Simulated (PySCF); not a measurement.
**The first ionisation energy along the third row**

All values are computed (PySCF 2.14, energy differences of UHF-based or UKS calculations, no spin-orbit coupling). Values in eV. The last column holds reference values (NIST; (s) semi-empirical, (t) theoretical, else measured). Unmarked ones compare directly (S terms, centres of terms, or small fine structure); those marked * lie between the lowest fine-structure levels and include a spin-orbit shift.

| element | configurations | UHF | PBE | PBE0 | SCS-MP2 (valence) | CCSD (valence) | CCSD(T) (valence) | reference |
| --- | --- | --- | --- | --- | --- | --- | --- | --- |
| Mg (aug-cc-pCVTZ, non-relativistic) | [Ne] 3s2 → [Ne] 3s1 | 6.606 | 7.611 | 7.541 | 7.385 | 7.527 | 7.527 | 7.646 |
| Si (aug-cc-pwCVTZ, non-relativistic) | [Ne] 3s2 3p2 → [Ne] 3s2 3p1 | 7.638 | 8.199 | 8.219 | 7.963 | 8.077 | 8.119 | 8.157 |
| P (aug-cc-pwCVTZ, non-relativistic) | [Ne] 3s2 3p3 → [Ne] 3s2 3p2 | 9.909 | 10.494 | 10.533 | 10.317 | 10.429 | 10.476 | 10.526 |
| S (aug-cc-pwCVTZ, non-relativistic) | [Ne] 3s2 3p4 → [Ne] 3s2 3p3 | 9.241 | 10.438 | 10.410 | 10.093 | 10.119 | 10.160 | 10.336 |
| Cl (aug-cc-pwCVTZ, non-relativistic) | [Ne] 3s2 3p5 → [Ne] 3s2 3p4 | 11.770 | 12.979 | 12.961 | 12.773 | 12.729 | 12.781 | 12.974 |
| Ar (aug-cc-pwCVTZ, non-relativistic) | [Ar] → [Ne] 3s2 3p5 | 14.556 | 15.712 | 15.721 | 15.641 | 15.551 | 15.610 | 15.819 |

Problem. Fill in the row of Al (aug-cc-pwCVTZ, non-relativistic) ([Ne] 3s2 3p1 → [Ne] 3s2).

Solution. UHF 5.599; PBE 6.071; PBE0 6.090; SCS-MP2 (valence) 5.808; CCSD (valence) 5.916; CCSD(T) (valence) 5.948; reference 5.977 (eV).

"Valence" correlates the outer s and p shells and, in groups 3 to 12 and the f block, the outer d or f shell, open or full, or the next shell where the ion has no valence electron left; the wider scheme adds the next inner shell.
